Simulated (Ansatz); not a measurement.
Barrier height from H + H2S (SMILES S) to the transition structure H3S, without zero-point energy, on the benchmark's geometries as Psi4's copy of the set gives them.
Transition structure (charge 0, multiplicity 2):
```xyz
4

H      1.262    -0.220     0.000
S      0.000     0.223     0.000
H     -0.501    -1.115     0.000
H     -0.762    -2.235     0.000
```

Quantity: the barrier height.

Open shells are unrestricted; no spin–orbit coupling.

Cores are frozen in the correlated methods. CBS: X⁻³ extrapolation of the correlation energy, Hartree–Fock from the larger set.

Programs: Ansatz (Gaussian basis) for Hartree–Fock, density functionals and correlated methods. 

Costs are ratios of core time to PBE/def2-TZVPPD (roughly 4 s), for whole runs (searches for the state included, and forces where a run took them) on one shared machine, so rough; each difference counts from 3.59 kcal/mol (CCSD(T)/CBS(aug-cc-pV(D+d)Z, aug-cc-pV(T+d)Z), a level with limits of its own).

```json
[
 {"level": "CCSD(T)/cc-pVDZ", "basis functions": "33", "cost": "×0.4", "difference (kcal/mol)": "1.49"},
 {"level": "SVWN5/def2-TZVPPD", "basis functions": "102", "cost": "×0.5", "difference (kcal/mol)": "-10.46"},
 {"level": "BHLYP/def2-TZVPPD", "basis functions": "102", "cost": "×0.7", "difference (kcal/mol)": "-1.54"},
 {"level": "revPBE/def2-TZVPPD", "basis functions": "102", "cost": "×0.8", "difference (kcal/mol)": "-3.89"},
 {"level": "CCSD(T)/aug-cc-pV(D+d)Z", "basis functions": "59", "cost": "×0.8", "difference (kcal/mol)": "0.41"},
 {"level": "B2PLYP/def2-TZVPPD", "basis functions": "102", "cost": "×0.9", "difference (kcal/mol)": "-1.59"},
 {"level": "PBE/def2-TZVPPD", "basis functions": "102", "cost": "×1", "difference (kcal/mol)": "-4.83"},
 {"level": "BLYP/def2-TZVPPD", "basis functions": "102", "cost": "×1", "difference (kcal/mol)": "-5.81"},
 {"level": "wB97M-V/def2-TZVPPD", "basis functions": "102", "cost": "×2", "difference (kcal/mol)": "0.43"},
 {"level": "wB97X-V/def2-TZVPPD", "basis functions": "102", "cost": "×2", "difference (kcal/mol)": "0.48"},
 {"level": "CCSDT(Q)/cc-pVDZ", "basis functions": "33", "cost": "×3", "difference (kcal/mol)": "1.37"},
 {"level": "CCSD(T)/aug-cc-pV(T+d)Z", "basis functions": "124", "cost": "×4", "difference (kcal/mol)": "0.19"}
]
```

The cheapest listed level whose difference stays within 1.00 kcal/mol: CCSD(T)/aug-cc-pV(D+d)Z (0.41 kcal/mol, cost ×0.8).

Ansatz is an electronic-structure program.
